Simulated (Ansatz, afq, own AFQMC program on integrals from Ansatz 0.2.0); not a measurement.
Integrals from Ansatz 0.2.0, then the random walk in our own AFQMC program (afq).

```yaml
crystal:
  periodic: [false, false, false]
  atoms:
    - {symbol: Al, position_ang: [0.000000, 0.000000, 0.462533]}
    - {symbol: P, position_ang: [0.000000, 0.000000, -2.506467]}
    - {symbol: H, position_ang: [0.000000, 0.000000, 2.043933]}
basis:
  gaussian: {orbitals: 6-31G}
magnetization: {spin_polarized: true, initial_magnetization: 1}
correlation: {method: ccsd_t, electrons: outside_noble_gas, hamiltonian_folder: ham}
```

```sh
$ ansatz run in.yaml --threads 1 --pin off --events-out ev --progress --plain --max-ram 24576MiB --backend cuda --devices 0, --max-vram 18GiB
```

afq runs on the folder ham with

```
--method phaseless --trial hf --walkers 4000 --populations 20 --least-time 40 --time-step 0.005 --steps-per-block 20 --equilibration-blocks 160 --max-blocks 4000 --target-error 0.001800 --factor-cut 1e-05 --start spin_pure --seed 6201 --taylor-order 6
```

Times are imaginary, in 1/Eh. The walk had a cap of 49 s. With eight or more populations the least sampling time is a fifth of least-time, and the error comes from their spread.

afq prints:

```
orbitals 18  electrons 5 4  factors 100 of 310
reference energy -583.08536144 Eh
CCSD correlation -0.07423743 Eh in 22 cycles, weight of the determinant in the CISD state 0.5904
energy of the start -583.098277 Eh
 block  time / (1/Eh)  mean weight  energy / Eh
     1     0.100  1.0002  -583.106266
     2     0.200  1.0002  -583.113059
     3     0.300  1.0001  -583.119155
     4     0.400  1.0002  -583.124071
     5     0.500  1.0002  -583.128414
     8     0.800  1.0002  -583.139003
    13     1.300  1.0001  -583.151200
    25     2.500  0.9999  -583.164439
    31     3.100  1.0001  -583.165614
    49     4.900  1.0001  -583.169567
    61     6.100  1.0000  -583.170656
    67     6.700  1.0001  -583.170366
    85     8.500  1.0001  -583.167453
   103    10.300  1.0002  -583.165935
   121    12.100  1.0001  -583.166009
   139    13.900  0.9999  -583.170420
   157    15.700  0.9999  -583.166915
   175    17.500  1.0001  -583.169480
   193    19.300  1.0001  -583.168246
   211    21.100  1.0000  -583.170517
   229    22.900  0.9999  -583.167186
   235    23.500  1.0000  -583.167111
error from the spread of 20 populations
energy -583.168411 +/- 0.000512 Eh
(rows thinned)
```

The run passed its tests (sampling time, drift between the halves within three errors, error under three times the target), which doesn't prove that it has relaxed.

Against this walk (error 13.9 meV) on the same determinant: CCSD(T) 121.9 meV higher, CCSDT(Q) 32.3 meV higher, CCSDTQ 22.6 meV higher (within the noise), full CI 18.9 meV higher (within the noise), a separate phaseless walk with a CISD trial and standard settings 48.7 ± 15.0 meV higher. The error is statistical and leaves out the bias of the constraint. The determinant has ⟨S²⟩ = 2.25, so the low cluster orders mix in higher spin, while the walk starts as a pure doublet. The determinant is a poor start (see the cautions), so the low cluster orders aren't to be relied on, and full CI is the sure value.

Cautions: constraint bias not in the error; strong correlation (T1 0.128, weight of the determinant 0.59, largest double 0.24); unrestricted determinant spin contaminated (⟨S²⟩ 2.25 against 0.75); the next higher spin lies close (full CI puts it 135 meV above).

The walk took 14 s on 1 × NVIDIA H100 80GB HBM3 with 2 threads of AMD EPYC 7R13 Processor (Zen 3), with other jobs on the host (the card was shared). The log's last line is the phaseless energy.

CCSDT and higher add their correlation energy to the determinant of the CCSD(T) run, since their own runs factorise the integrals more tightly (a shift of under 2 meV). A walk keeps the symmetry of its determinant, which the program's search chose and which needn't be the lowest solution, so a lower state of the same spin and another symmetry isn't excluded.
